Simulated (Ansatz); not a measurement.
Two shapes of singlet CH₄.

Shape 1:

```xyz
5

C     0.0000    0.0000    0.0000
H     0.5833    0.5833    0.5833
H     0.5833   -0.5833   -0.5833
H    -0.5833    0.5833   -0.5833
H    -0.5833   -0.5833    0.5833
```

Shape 2:

```xyz
5

C     0.0000    0.0000    0.0000
H     0.6847    0.6847    0.6847
H     0.6847   -0.6847   -0.6847
H    -0.6847    0.6847   -0.6847
H    -0.6847   -0.6847    0.6847
```

Basis set: def2-TZVP (spherical functions). Frozen core: 1 orbital. Charge 0, multiplicity 1.

Computed with Ansatz (development build ahead of 0.2.0); each method stands on the lowest determinant of its kind that the runs found.

Which shape is lower in energy, and by how much in each method?

```tsv
method	E(2) − E(1) (eV)
RHF	0.215
RHF-MP2	0.086
```

Shape 1 is lower.
